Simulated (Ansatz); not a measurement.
Basis-set extrapolation for C$_{5}$H$_{10}$O$_{2}$, SMILES `CCCC(=O)OC` (PBE0-D4/def2-TZVP geometry, frozen core, Ansatz 0.2.0). Multiplicity 1, RHF reference.

|  | def2-TZVPP | def2-QZVPP |
| --- | --- | --- |
| HF | -345.046129 | -345.062065 |
| MP2 correlation | -1.314782 | -1.406055 |
| CCSD(T) correlation | -1.418879 | not run |

Energies in hartree. Use E(X) = E(∞) + A·exp(−7.88·√X) for Hartree–Fock and E(X) = E(∞) + B·X^(−2.97) for correlation, with X = 3 and 4, and add CCSD(T) minus MP2 of the smaller set to the MP2 limit.

What is the CCSD(T) energy at the basis-set limit?

HF limit: -345.062065 + (-0.015936) × 0.13774 = -345.06426. MP2 limit: -1.406055 + (-0.091273) × 0.74074 = -1.47366. Higher-order term: -1.418879 − (-1.314782) = -0.10410. Total: -346.64202 hartree, 4.82 eV below CCSD(T)/def2-TZVPP.
